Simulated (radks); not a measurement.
# B³⁺ in 1s1.75 2s0.25: an all-electron calculation

What are the levels of the boron ion B3+, how large are its shells, and how does its energy divide?

Program: radks (a radial shooting solver on a logarithmic mesh, Libxc functionals) version 1. Level of theory: scalar-relativistic Kohn-Sham, B86b exchange with PBE correlation, spin-unpolarised, spherical densities, point nucleus. These are calculated values, not measurements, unless marked.

**1. The atom as given**

| Quantity | Value |
| --- | --- |
| element | boron (Z = 5) |
| charge | +3 |
| electrons | 2 |
| configuration | 1s1.75 2s0.25 |

**2. The calculation**

Settings of this run:

```text
Z 5
configuration 1s1.75 2s0.25 2p0 3s0 3d0
relativity scalar-relativistic
functional b86_mgc,pbe
spin unpolarised
nucleus point
c 137.035999084
```

**Question.** What will this run give?

As calculated:

```
                        quantity                value
                    total energy    -20.24415 hartree
exchange-correlation share of it              12.71 %
                            −T/E               0.9987
          highest occupied level       2s, -45.868 eV
    most extended occupied level  2s, <r> = 1.48 bohr
 radius at density 0.001 e/bohr³            2.22 bohr
    maxima of the radial density                    1
```

What this shows: 2 principal shells are occupied and 1 maxima appear in the radial density; where shells overlap, one shows as a shoulder or not at all. This is not the tabulated ground configuration, so its levels and sizes aren't those of the ground state, and no measured value stands beside it.
